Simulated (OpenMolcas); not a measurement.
# H2S2 (SMILES SS) at 6 levels

Wanted: a comparison of 6 runs (HF/def2-TZVPP, B2PLYP/def2-TZVPP, BLYP/def2-TZVPP, SVWN5/def2-TZVPP, revPBE/def2-TZVPP, CCSD(T)/def2-TZVPP) of H2S2. 

Program for the calculation: OpenMolcas 26.06.

## 1. The system as given

H2S2 has 4 atoms, charge 0, and is taken as a singlet. SMILES: `SS`. The S2–H4 distance was set to 2.424 Å, away from the relaxed value. At this shape a bond of the SMILES string is far longer than usual.

Bond lengths: S1–S2 2.046 Å, S1–H3 1.347 Å. Angles: S2–S1–H3 98.6°.

## 2. A single-point energy at HF/def2-TZVPP (run 1)

The input, run.inp:

```
&GATEWAY
  BasLib = $CurrDir
  Coord
  4
  angstrom
  S        1.328082      -0.708163       1.093327
  S        0.603822       1.202607       0.993997
  H        0.318182      -1.271543       1.783517
  H       -0.619290       1.020250      -1.090950
  Basis = def2-TZVPP
  Group = NoSym

&SEWARD

&SCF
  Thresholds = 1e-10 1e-07 1e-07 1e-05
  PrOrbitals = 1
```

The basis set def2-TZVPP is read from a file made from the Basis Set Exchange's data (not shown).

Launch:

```sh
export MOLCAS_MEM=1860
pymolcas run.inp > run.log
```

Output:

```text
--- Start Module: gateway ---
[...]
--- Stop Module: gateway /rc=_RC_ALL_IS_WELL_ ---
--- Start Module: seward ---
[...]
      Basis functions          112
--- Stop Module: seward /rc=_RC_ALL_IS_WELL_ ---
[...]
--- Start Module: scf ---
[...]
       Convergence after  17 Iterations
[...]
::    Total SCF energy                               -796.0987900086
[...]
      Total spin, S                                     0.0000000000
[...]
      Total electronic charge=   34.000000
      Total            charge=   -0.000000
[...]
      Dipole Moment (debye):
      Origin of the operator (angstrom)=    0.9318    0.2358    1.0224
                   X= -3.5820E-01               Y= -1.0936E+00               Z=  7.0882E-01           Total=  1.3516E+00
      Quadrupole Moment (debye*angstrom):
[...]
--- Stop Module: scf /rc=_RC_ALL_IS_WELL_ ---
[...]
```

Wall time 16 s (1 thread of Arm Neoverse V1, shared host); peak memory 0.67 GiB.

## 3. The energy at B2PLYP/def2-TZVPP (run 2)

The input, mol.inp:

```
&gateway
 baslib
 $CurrDir
 basisset
 S.def2-TZVPP....
 S1 1.328082 -0.708163 1.093327 angstrom
 S2 0.603822 1.202607 0.993997 angstrom
 End of Basis
 basisset
 H.def2-TZVPP....
 H3 0.318182 -1.271543 1.783517 angstrom
 H4 -0.619290 1.020250 -1.090950 angstrom
 End of Basis

&seward
 gridinput
 Grid=UltraFine
 End of Grid

&scf
 ksdft
 B2PLYP_SCF
 thresholds
 1e-10 1e-07 1e-07 1e-05
 prorbitals
 1 1

&mbpt2
 frozen
 10
```

The basis set def2-TZVPP is read from a file made from the Basis Set Exchange's data (not shown).

Launch:

```sh
export MOLCAS_MEM=1860
pymolcas mol.inp > mol.log
```

Output:

```text
--- Start Module: gateway ---
[...]
--- Stop Module: gateway /rc=_RC_ALL_IS_WELL_ ---
[...]
      Basis functions          112
[...]
--- Start Module: scf ---
[...]
       Convergence after  16 Iterations
[...]
::    Total KS-DFT energy                            -797.1031188093
[...]
      Total spin, S                                     0.0000000000
[...]
      Total electronic charge=   34.000000
      Total            charge=   -0.000000
[...]
      Dipole Moment (debye):
      Origin of the operator (angstrom)=    0.9318    0.2358    1.0224
                   X= -2.7973E-01               Y= -1.1725E+00               Z=  7.1454E-01           Total=  1.4013E+00
      Quadrupole Moment (debye*angstrom):
[...]
--- Stop Module: scf /rc=_RC_ALL_IS_WELL_ ---
[...]
--- Start Module: mbpt2 ---
[...]
 ###    WARNING: MP2 implementation intended for RHF references only         ###
 ###############################################################################
MBPT2 WARNING: Reference function according to RunFile:KS-DFT
I'll assume you know what you're doing and continue
WARNING!
Default frozen orbitals as non valence orbitals is overwritten by user input.
Default values:  10
[...]
       Reference weight ( Cref**2 )         =        0.73328
::    Total MBPT2 energy                             -797.5934706178
[...]
      Total MBPT2 calculations                           0.51      0.55
--- Stop Module: mbpt2 /rc=_RC_ALL_IS_WELL_ ---
[...]
```

Wall time 29 s (1 thread of Arm Neoverse V1, shared host); peak memory 0.67 GiB.

Runs 3 to 5 aren't shown in full; the table further down has their settings and results.

## 4. A single-point energy at CCSD(T)/def2-TZVPP (Cholesky decomposition) (run 6)

The input, run.inp:

```
* H2S2 CCSD(T)

&GATEWAY
 BASLIB = $CurrDir
 COORD
 4
 angstrom
 S        1.328082      -0.708163       1.093327
 S        0.603822       1.202607       0.993997
 H        0.318182      -1.271543       1.783517
 H       -0.619290       1.020250      -1.090950
 BASIS = def2-TZVPP
 GROUP = NoSym

&SEWARD
 HIGH

&SCF
 THRESHOLDS = 1e-10 1e-07 1e-07 1e-05
 PRORBITALS = 0

&CHCC
 FROZEN = 10
 THRESHOLD = 1e-08
 MAXITERATIONS = 80

&CHT3
 FROZEN = 10
```

The basis set def2-TZVPP is read from a file made from the Basis Set Exchange's data (not shown).

Launch:

```sh
export MOLCAS_MEM=1860
pymolcas run.inp > run.log
```

Output:

```text
--- Start Module: gateway ---
[...]
--- Stop Module: gateway /rc=_RC_ALL_IS_WELL_ ---
[...]
      Basis functions          112
[...]
       Convergence after  17 Iterations
[...]
::    Total SCF energy                               -796.0987900023
[...]
      Total spin, S                                     0.0000000000
[...]
      Total electronic charge=   34.000000
      Total            charge=   -0.000000
[...]
      Dipole Moment (debye):
      Origin of the operator (angstrom)=    0.9318    0.2358    1.0224
                   X= -3.5820E-01               Y= -1.0936E+00               Z=  7.0882E-01           Total=  1.3516E+00
      Quadrupole Moment (debye*angstrom):
[...]
--- Start Module: chcc ---
[...]
--- Stop Module: chcc /rc=_RC_ALL_IS_WELL_ ---
[...]
--- Start Module: cht3 ---
[...]
--- Stop Module: cht3 /rc=_RC_ALL_IS_WELL_ ---
[...]
```

Run time: 5.5 min. Hardware: 1 thread of Arm Neoverse V1, shared host; peak memory 0.21 GiB.

## 5. The series

```csv
run,level,frozen core orbitals,integration grid,energy (Eh),dipole moment (D) of the reference,HOMO energy (eV),LUMO energy (eV),wall time
1,HF/def2-TZVPP,–,–,-796.098790,1.35,-9.29,-1.05,16 s
2,B2PLYP/def2-TZVPP,10,UltraFine,-797.235514,1.40,-8.00,-2.94,29 s
3,BLYP/def2-TZVPP,–,UltraFine,-797.507065,1.61,-6.12,-4.50,31 s
4,SVWN5/def2-TZVPP,–,UltraFine,-794.758377,1.48,-6.31,-4.68,27 s
5,revPBE/def2-TZVPP,–,UltraFine,-797.366443,1.56,-6.23,-4.58,31 s
6,CCSD(T)/def2-TZVPP (Cholesky decomposition),10,–,-796.556455,1.35,-9.29,-1.05,5.5 min
```

## 6. Results

```
                                           quantity          value
                                run 6: total energy  -796.55646 Eh
          run 6: dipole moment (mean-field density)         1.35 D
         run 6: HOMO energy (Hartree–Fock orbitals)       -9.29 eV
         run 6: LUMO energy (Hartree–Fock orbitals)       -1.05 eV
       run 6: HOMO–LUMO gap (Hartree–Fock orbitals)        8.24 eV
run 6: correlation energy (10 core orbitals frozen)     -457.7 mEh
                              run 6: (T) correction     -28.20 mEh
```

Over runs 1, 2, 3, 4, 5 the dipole moment (its size) runs from 1.35 D (HF/def2-TZVPP) to 1.61 D (BLYP/def2-TZVPP). Over runs 1, 2, 3, 4, 5 the HOMO–LUMO gap runs from 1.62 eV (BLYP/def2-TZVPP) to 8.24 eV (HF/def2-TZVPP). Exact exchange widens orbital gaps. For B2PLYP the log adds the whole second-order term; the table takes 0.27 of it, as the functional is defined. Totals of different functionals can't be ranked against each other. In runs 1, 2, 3, 4, 5, 6 a closed-shell determinant meets a far-stretched bond, which it describes badly. All runs together took 7.7 min, the longest 5.5 min.
